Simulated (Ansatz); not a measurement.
**C5H6S (3-methylthiophene): from total energies to a heat of formation**

The species is C5H6S (12 atoms), meant as a singlet with charge 0. SMILES: `Cc1ccsc1`. The coordinates come from a PBE0-D4/def2-TZVP relaxation.

Total energies at CAM-B3LYP/cc-pVDZ (Ansatz 0.2.0); the atoms run unrestricted:

```tsv
species	state	energy (Eh)
C5H6S	singlet	-592.221899
C	triplet	-37.829365
S	triplet	-398.119204
H	doublet	-0.497894
```

Harmonic wavenumbers at HF/6-31G*, in cm⁻¹: 138, 251, 340, 487, 579, 657, 708, 804, 890, 890, 925, 1010, 1036, 1104, 1172, 1212, 1283, 1380, 1531, 1569, 1616, 1628, 1643, 1779, 3201, 3252, 3283, 3385, 3430, 3441.

Measured heats of formation of the gaseous atoms at 298.15 K, in kJ/mol: C 716.9, S 277.0, H 218.0. Spin-orbit lowering of the atoms at 298 K (mean of the ground term's levels less their thermal mean, from spectra), in kJ/mol: C 0.02, S 1.88. Take 1 Eh = 2625.50 kJ/mol, 1 cm⁻¹ = 0.0119627 kJ/mol, RT = 2.479 kJ/mol.

Q: Work out the heat of formation of the gas at 298 K.

A: 
1. Electronic atomisation energy: 5 × (-37.829365) + (-398.119204) + 6 × (-0.497894) − (-592.221899) = 1.968506 Eh = 5168.3 kJ/mol.
2. Zero-point energy: half the sum of the wavenumbers, 22312 cm⁻¹ = 266.9 kJ/mol.
3. Thermal vibrational enthalpy, Σ hcν̃/(exp(hcν̃/kT) − 1): 6.8 kJ/mol. Translation, rotation and pV of a non-linear molecule: 4 RT = 9.9 kJ/mol.
4. The 12 free atoms carry 5/2 RT each: 74.4 kJ/mol.
5. Spin-orbit coupling lowers the free atoms by 5 × 0.02 + 1.88 = 2.0 kJ/mol.
6. Atomisation enthalpy at 298 K: 5168.3 − 2.0 − 266.9 − 6.8 − 9.9 + 74.4 = 4957.1 kJ/mol.
7. Sum of the atoms' heats of formation: 5169.5 kJ/mol. Heat of formation: 5169.5 − 4957.1 = +212.4 kJ/mol.

The tabulated value is +82.5 kJ/mol (CRC Handbook of Chemistry and Physics), so this level is off by +129.9 kJ/mol, or 2.6 % of the atomisation enthalpy that the table implies (5086.8 kJ/mol). Anharmonicity and any spin-orbit splitting of the molecule are left out.
